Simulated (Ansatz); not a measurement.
**C₂H₂O₂: one species, many methods**

An exercise on one series of results from a longer session: the logs are not shown, and one member is left open.

Computed with Ansatz 0.2.0, Gaussian basis. Level: functionals in def2-TZVPP, the program's frozen cores in correlated methods.

Levels to be run: LDA (SPW92), PBE-D4, revPBE-D4, BLYP-D4, r2SCAN-D4, B97M-V, PBE0-D4, B3LYP-D4, r2SCANh-D4, r2SCAN0-D4, HSE06-D4, BHLYP-D4, CAM-B3LYP-D4, LC-ωPBE, ωB97X-V, ωB97M-V, B2PLYP, PBE-QIDH; CCSD(T)/def2-SVP; CCSD(T)/def2-TZVPP; MP2/def2-QZVPP; extrapolation to the limit; RPA on PBE.

## Structure used throughout

All runs share one geometry, relaxed beforehand with PBE0-D4 in a triple-zeta def2 set.

6 atoms, charge 0, spin multiplicity 1.

Atoms are counted from 1 here; the program's logs count them from 0.

Bond lengths: O1–C2 1.311 Å, O1–H5 0.970 Å, C2–C3 1.390 Å, C2–O4 1.234 Å, C3–H6 1.095 Å. Angles: C2–O1–H5 108.1°, O1–C2–C3 132.2°, O1–C2–O4 127.6°, C3–C2–O4 99.8°, C2–C3–H6 112.1°.

Set-up of the first run:

The input, in.yaml:

```yaml
crystal:
  periodic: [false, false, false]
  atoms:
    - {symbol: O, position_ang: [-0.517042, 0.924497, -0.813830]}
    - {symbol: C, position_ang: [-0.120193, -0.017643, 0.007018]}
    - {symbol: C, position_ang: [0.640774, 0.016376, 1.169696]}
    - {symbol: O, position_ang: [-0.464914, -1.202725, 0.015565]}
    - {symbol: H, position_ang: [-1.164537, 0.539258, -1.423991]}
    - {symbol: H, position_ang: [1.668113, -0.323763, 0.999442]}
basis:
  gaussian: {orbitals: def2-TZVPP}
hamiltonian: {xc: lda}
output: {orbitals: {seedname: orbitals}}
```

On the command line:

```console
$ ansatz run in.yaml --threads 2 --pin off --events-out ev --progress --plain --max-ram 4352MiB
```

Steps of the session up to this table: LDA; PBE-D4 (GGA); revPBE-D4 (GGA); BLYP-D4 (GGA); r2SCAN-D4 (meta-GGA); B97M-V (meta-GGA); B3LYP-D4 (hybrid); r2SCANh-D4 (hybrid); r2SCAN0-D4 (hybrid); HSE06-D4 (hybrid); BHLYP-D4 (hybrid); CAM-B3LYP-D4 (range-separated); LC-ωPBE (range-separated); ωB97X-V (range-separated); ωB97M-V (range-separated); B2PLYP (double hybrid); PBE-QIDH (double hybrid).

One of the session's tables, all rows but one given; the rest of the session is left out.

It belongs to the step «Frontier levels by functional». 

| functional | HOMO (eV) | LUMO (eV) | gap (eV) |
| --- | --- | --- | --- |
| LDA (SPW92) | -5.99 | -4.15 | 1.84 |
| PBE-D4 | -5.86 | -3.83 | 2.02 |
| revPBE-D4 | -5.80 | -3.71 | 2.09 |
| BLYP-D4 | -5.78 | -3.69 | 2.10 |
| r2SCAN-D4 | -6.17 | -3.55 | 2.62 |
| B97M-V | -6.29 | -3.36 | 2.93 |
| PBE0-D4 | -7.27 | -2.68 | 4.59 |
| B3LYP-D4 | -7.08 | -2.94 | 4.14 |
| r2SCANh-D4 | -6.69 | -3.13 | 3.56 |
| r2SCAN0-D4 | ? | ? | ? |
| HSE06-D4 | -6.86 | -3.07 | 3.79 |
| BHLYP-D4 | -8.66 | -1.40 | 7.26 |
| CAM-B3LYP-D4 | -8.75 | -1.47 | 7.28 |
| LC-ωPBE | -10.12 | -0.19 | 9.93 |
| ωB97X-V | -9.75 | -0.25 | 9.50 |
| ωB97M-V | -9.63 | -0.37 | 9.26 |

Q: Estimate the row for r2SCAN0-D4 from the others.

Worked estimate for «HOMO (eV)». Against the share of exact exchange, r2SCAN-D4 (0, -6.17), r2SCANh-D4 (0.1, -6.69) give a slope of -5.20 per unit share; at 0.25 the line stands at -7.47.

The run gave: HOMO (eV): -7.49; LUMO (eV): -2.50; gap (eV): 4.98. In «HOMO (eV)» the line misses by +0.02.
